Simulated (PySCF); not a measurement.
Excitations are Tamm–Dancoff values on a coarser integration grid. The basis has no diffuse functions, so Rydberg states are missing or too high.

Cartesian coordinates (Å):
```xyz
9

C     -1.3593     0.1554     0.3692
S     -0.0156    -0.4131     1.4156
C      1.3588    -0.1696     0.2863
H     -1.4444    -0.4561    -0.5314
H     -1.2270     1.2029     0.0908
H     -2.2801     0.0599     0.9454
H      1.2431    -0.7774    -0.6134
H      1.4605     0.8816     0.0089
H      2.2641    -0.4834     0.8069
```
Charge 0, multiplicity 1.

Task: What is the computed HOMO–LUMO gap, T1 excitation (TDA), LUMO, S1 excitation (TDA), S1–T1 gap (TDA), dipole moment, HOMO and total energy (PySCF with ωB97X-D3(BJ)/def2-TZVP // PBE0-D3(BJ)/def2-TZVP)?

Result: 
The HOMO–LUMO gap comes out as 11.76 eV and the T1 excitation (TDA) is 5.20 eV. The LUMO is 3.08 eV and the S1 excitation (TDA) is 5.71 eV. The S1–T1 gap (TDA) is 0.51 eV and the dipole moment is 1.60 D. The HOMO is -8.68 eV and the total energy comes out as -478.1189 Ha.
